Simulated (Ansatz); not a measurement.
CdAs₂ (I4₁22, No. 98; cell taken from a computed entry), treated with HSE06+SOC in Ansatz (plane waves, PAW).

Numerical settings: plane-wave cutoff 460 eV, 6×6×6 k mesh, Fermi–Dirac smearing 0.01 eV, PAW data made under PBE.

Cell (relaxed with PBEsol):

CdAs₂ is modelled in the tetragonal space group I4₁22 (No. 98), Pearson symbol tI12. Lattice parameters: a = b = 7.9517 Å, c = 4.6645 Å, α = β = γ = 90.00°. Cd on 4a sees 4 As at 2.689 Å. As on 8f is surrounded by 2 As at 2.448 Å and 2 Cd at 2.689 Å. (Neighbours: up to the widest gap in distance over summed covalent radii, below 1.35, at either atom; cation-cation and far metal-metal contacts left out.)
(The calculation used a cell of 6 atoms; values per cell refer to that cell.)

**Question.** Give the computed band gap, smallest direct gap on the k points sampled and direct gap at Γ.

**Answer.** 
- band gap = 0.98 eV (indirect)
- smallest direct gap on the k points sampled = 1.50 eV
- direct gap at Γ = 1.93 eV

Note: cell and atoms aren't relaxed at this level (pressure 1.2 GPa).

Static lattice: no zero-point or thermal effects.

Ansatz is a first-principles code.
